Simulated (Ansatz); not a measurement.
```yaml
crystal:
  periodic: [false, false, false]
  atoms:
    - {symbol: C, position_ang: [1.065666, -0.657792, 1.607459]}
    - {symbol: C, position_ang: [0.468804, -0.614028, 0.539801]}
    - {symbol: Cl, position_ang: [1.444857, -1.125950, -1.036066]}
    - {symbol: S, position_ang: [-1.059562, -0.347456, 0.260009]}
    - {symbol: C, position_ang: [-1.142278, 0.661531, -1.075916]}
    - {symbol: H, position_ang: [2.110699, -1.064833, 1.849584]}
    - {symbol: H, position_ang: [0.472449, -0.366530, 2.352234]}
    - {symbol: H, position_ang: [-0.692410, 1.753395, -0.818951]}
    - {symbol: H, position_ang: [-2.160665, 1.036518, -1.291630]}
    - {symbol: H, position_ang: [-0.624263, 0.370304, -1.971702]}
basis:
  gaussian: {orbitals: def2-TZVPP}
magnetization: {spin_polarized: true, initial_magnetization: 1}
hamiltonian: {xc: {name: B97}}
scf: {lower_state_search: light}
output: {forces: true}
```

```sh
$ ansatz run in.yaml --threads 4 --pin off --events-out ev --progress --plain --max-ram 10444MiB
```

It prints (some lines left out):

```
Error: a molecule whose nuclei and cores have a total charge of 56 cannot have a net charge of 0 together with 1 unpaired electrons
```

Task: What is wrong with this run?

Result: The number of unpaired electrons doesn't fit the electron count. The input was rejected before any iteration.
